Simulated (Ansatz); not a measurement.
# Worked example: vertical energy of the quartet above the doublet of OH (SMILES [OH])

OH: 2 atoms, total charge 0, spin state doublet. As SMILES, `[OH]`. Geometry: relaxed at PBE0-D4/def2-TZVP.

```xyz
2

O     0.4159   -0.1331    0.2145
H    -0.4159    0.1331   -0.2145
```

Both states at this one shape; open shells run unrestricted unless said. 1 Eh = 27.2114 eV.

| level | program | doublet OH (Eh) | quartet OH (Eh) |
| --- | --- | --- | --- |
| U-r2SCAN/aug-cc-pVTZ | Ansatz | -75.729388 | -75.453480 |
| UCAM-B3LYP/aug-cc-pVTZ | Ansatz | -75.742519 | -75.463085 |
| UBCCD(T)/aug-cc-pVTZ, 1 core orbital frozen | Ansatz | -75.645592 | -75.371029 |
| UCCSD(T)/aug-cc-pVTZ, 1 core orbital frozen | Ansatz | -75.645586 | -75.371018 |

**Question.** Work out the vertical gap, second state less first, at each level.

**Answer.** 
1. U-r2SCAN/aug-cc-pVTZ: -75.453480 − (-75.729388) = 0.275908 Eh = 7.51 eV.
2. UCAM-B3LYP/aug-cc-pVTZ: -75.463085 − (-75.742519) = 0.279434 Eh = 7.60 eV.
3. UBCCD(T)/aug-cc-pVTZ: -75.371029 − (-75.645592) = 0.274563 Eh = 7.47 eV.
4. UCCSD(T)/aug-cc-pVTZ: -75.371018 − (-75.645586) = 0.274568 Eh = 7.47 eV.

No measured value is set beside it here; the levels span 7.47 to 7.60 eV.
